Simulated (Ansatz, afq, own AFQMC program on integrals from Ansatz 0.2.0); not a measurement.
# CH3B, triplet: AFQMC among the cluster methods

```yaml
atoms:
  - { symbol: B, position_ang: [-0.0243, 0.0745, 0.7373] }
  - { symbol: C, position_ang: [-0.0243, -0.0773, -0.7515] }
  - { symbol: H, position_ang: [-0.0243, 1.1731, 1.2249] }
  - { symbol: H, position_ang: [-0.0243, -0.8845, 1.4527] }
  - { symbol: H, position_ang: [0.5991, -0.1671, -1.6316] }
```

Connectivity, by distances: BH2–CH.

Basis cc-pVDZ. Noble-gas cores (and the filled d shells of Ga–Kr and In–Xe) are frozen. Integrals, coupled cluster, full CI and functionals: Ansatz 0.2.0; the random walks run on the same integrals in our own AFQMC program. The CISD trial takes its coefficients from CCSD amplitudes. Released means that phaseless walkers are propagated on without the constraint, phases kept. Uncertainties: one standard error, sampling alone.

Determinant: ROHF, the one that the program's search chose, which needn't be the lowest solution. The geometry is a point of a scan.

No full CI on the walks' own integrals is used here; CCSDT(Q) serves as the reference and is uncertain by about the last step of the cluster series.

Cautions: lower spins were not checked.

* T1 diagnostic: 0.0257
* weight of the determinant in the CISD state: 0.899
* size of the correlated space: 10 electrons in 41 orbitals

Reference: CCSDT(Q), correlation energy -5.870 eV. The released energy is read at 2.40 1/Eh (meV from the phaseless value at times in 1/Eh: 2 ± 10 at 0.24, -7 ± 10 at 0.51, -19 ± 9 at 0.99, -4 ± 12 at 1.62, -1 ± 12 at 2.40).

```
         level  E − E(reference) (mEh)  share of correlation (%)
            HF                  215.73                      0.00
           MP2                   41.58                     80.73
          CCSD                    5.57                     97.42
       CCSD(T)                    1.07                     99.50
         CCSDT                    0.18                     99.92
 ph-AFQMC/CISD             0.16 ± 0.30                     99.93
released AFQMC             0.12 ± 0.44                     99.94
```

Released energies are given only where the last usable release times agree within the noise; a slower fall can still hide under it.
